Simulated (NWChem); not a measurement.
The numbers come from NWChem runs, not from measurements. System: pyridine (C$_{5}$H$_{5}$N), charge 0, spin multiplicity 1, at a geometry optimised with PBE0/def2-SVP. Level: MP2/def2-SVP, 6 core orbitals frozen.

Output (cleaned and shortened):

```
             Northwest Computational Chemistry Package (NWChem) 7.3.0
             --------------------------------------------------------

                                NWChem Input Module
                                -------------------

 Scaling coordinates for geometry "geometry" by  1.889725989
 (inverse scale =  0.529177249)

 Turning off AUTOSYM since
 SYMMETRY directive was detected!

                             Geometry "geometry" -> ""
                             -------------------------

 Output coordinates in angstroms (scale by  1.889725989 to convert to a.u.)

  No.       Tag          Charge          X              Y              Z
 ---- ---------------- ---------- -------------- -------------- --------------
    1 C                    6.0000     0.00000000     0.00000000     1.38273000
    2 C                    6.0000    -1.19706600     0.00000000     0.67072900
    3 C                    6.0000    -1.13871900     0.00000000    -0.72349900
    4 N                    7.0000     0.00000000     0.00000000    -1.41161800
    5 C                    6.0000     1.13871900     0.00000000    -0.72349900
    6 C                    6.0000     1.19706600     0.00000000     0.67072900
    7 H                    1.0000     0.00000000     0.00000000     2.47592600
    8 H                    1.0000    -2.16182200     0.00000000     1.18309400
    9 H                    1.0000    -2.06413000     0.00000000    -1.31196700
   10 H                    1.0000     2.06413000     0.00000000    -1.31196700
   11 H                    1.0000     2.16182200     0.00000000     1.18309400

 Effective nuclear repulsion energy (a.u.)     206.1800673303

            Nuclear Dipole moment (a.u.)
            ----------------------------
        X                 Y               Z
 ---------------- ---------------- ----------------
    -0.0000000000     0.0000000000    -0.0000113384

      Symmetry information
      --------------------

 Group name             C2v
 Group number             16
 Group order               4
 No. of unique centers     7

      Symmetry unique atoms

     1    2    3    4    7    8    9


 Summary of "ao basis" -> "" (spherical)
 ------------------------------------------------------------------------------
       Tag                 Description            Shells   Functions and Types
 ---------------- ------------------------------  ------  ---------------------
 *                          def2-svp                  on all atoms
[...]
    4 N    7     7.34   1.99  1.02  0.53  2.32  1.45  0.03
    5 C    6     5.86   1.99  0.89  0.21  1.98  0.72  0.07
    6 C    6     6.13   1.99  0.88  0.28  2.03  0.90  0.04
    7 H    1     0.94   0.75  0.16  0.03
    8 H    1     0.95   0.75  0.17  0.03
    9 H    1     0.94   0.76  0.16  0.02
   10 H    1     0.94   0.76  0.16  0.02
   11 H    1     0.95   0.75  0.17  0.03

       Multipole analysis of the density wrt the origin
       ------------------------------------------------

     L   x y z        total         open         nuclear
     -   - - -        -----         ----         -------
     0   0 0 0     -0.000000      0.000000     42.000000

     1   1 0 0      0.000000      0.000000     -0.000000
     1   0 1 0     -0.000000      0.000000      0.000000
     1   0 0 1      0.903292      0.000000     -0.000011

     2   2 0 0    -21.942119      0.000000    180.781523
     2   1 1 0      0.000000      0.000000      0.000000
     2   1 0 1      0.000000      0.000000      0.000000
     2   0 2 0    -28.617614      0.000000      0.000000
     2   0 1 1      0.000000      0.000000      0.000000
     2   0 0 2    -27.268754      0.000000    176.669110

                   NWChem MP2 Semi-direct Energy/Gradient Module
                   ---------------------------------------------

  Basis functions       =    109
  Molecular orbitals    =    109
  Frozen core           =      6
  Frozen virtuals       =      0
  Active alpha occupied =     15
  Active beta occupied  =     15
  Active alpha virtual  =     88
  Active beta virtual   =     88
  Use MO symmetry       = T
  Use skeleton AO sym   = T

  AO/Fock/Back tols     =   1.0D-09  1.0D-09  1.0D-09

 GA uses MA = F    GA memory limited = T

 Available:
  local mem=  1.26D+08
 global mem=  1.44D+08
 local disk=  0.00D+00
  mp2_memr nvloc                    88
  nvloc new                    88
   1 passes of  15:        3145728                      57897                  26405342.
   1 passes of  15: M    126140507           G      144155438           F     122994779.

 Semi-direct pass number   1 of   1  for RHF alpha+beta  at        1.7s
  vrange nnbf                  5879
  mp2_eaftype                   100  avail_ma_in_mb                  1099
 EAF : mp2_eaftype filesize         100   13202671.
  mp2_eaf for mointskh                    100
Node 0 wrote     62.1 Mb in      0.0 s     Agg I/O rate:  2286.5 Mb/s
 Done moints_semi at        4.7s
  mp2_eaftype                   100  avail_ma_in_mb                   999
 EAF : mp2_eaftype filesize         100   13202671.
  mp2_eaf for kh                   100
 Done maket at        5.0s
 Done multipass loop at        5.0s

          -------------------------------------------
          SCF energy                -246.510804941843
          Correlation energy          -0.805540145814
          Singlet pairs               -0.487715397837
          Triplet pairs               -0.317824747976
          Total MP2 energy          -247.316345087657
          -------------------------------------------

          ---------------------------------------------------
                    Spin Component Scaled (SCS) MP2
          Same spin pairs                     -0.211883165318
          Same spin scaling factor             0.333333333333
          Opposite spin pairs                 -0.593656980496
          Opposite spin scaling fact.          1.200000000000
          SCS-MP2 correlation energy          -0.783016098368
          Total SCS-MP2 energy              -247.293821040211
          ---------------------------------------------------

 -----------------------
 Performance information
 -----------------------

 Timer overhead =  1.84D-07 seconds/call

               Nr. of calls         CPU time (s)                 Wall time (s)                GFlops
             ---------------    -------------------     ------------------------------   -------------------
Name         Min   Avg   Max    Min     Avg     Max     Min     Avg     Max   Mx/calls   Min     Max     Sum
mp2: moin     1     1     1    2.9     2.9     2.9      2.9     2.9     2.9     2.9      0.0     0.0     0.0
mp2: make     1     1     1   0.27    0.27    0.27     0.27    0.27    0.27    0.27      0.0     0.0     0.0
mp2: tota     1     1     1    3.2     3.2     3.2      3.2     3.2     3.2     3.2      0.0     0.0     0.0

 The average no. of pstat calls per process was 3.00D+00
 with a timing overhead of 5.51D-07s

 Task  times  cpu:        4.9s     wall:        4.9s

 Total times  cpu:        5.0s     wall:        5.0s
```

**Question.** Write an NWChem input that would produce this output.

**Answer.** Several could match; the one computed here: 
```
start mol
memory heap 200 mb stack 900 mb global 1100 mb
geometry units angstroms nocenter noautoz
  C      0.000000     0.000000     1.382730
  C     -1.197066     0.000000     0.670729
  C     -1.138719     0.000000    -0.723499
  N      0.000000     0.000000    -1.411618
  C      1.138719     0.000000    -0.723499
  C      1.197066     0.000000     0.670729
  H      0.000000     0.000000     2.475926
  H     -2.161822     0.000000     1.183094
  H     -2.064130     0.000000    -1.311967
  H      2.064130     0.000000    -1.311967
  H      2.161822     0.000000     1.183094
  symmetry group C2v
end
basis spherical
  * library def2-svp
end
scf
  rhf
  nopen 0
  maxiter 100
  thresh 1e-7
  semidirect memsize 60000000 filesize 0
end
mp2
  freeze core 6
end
task mp2 energy
```
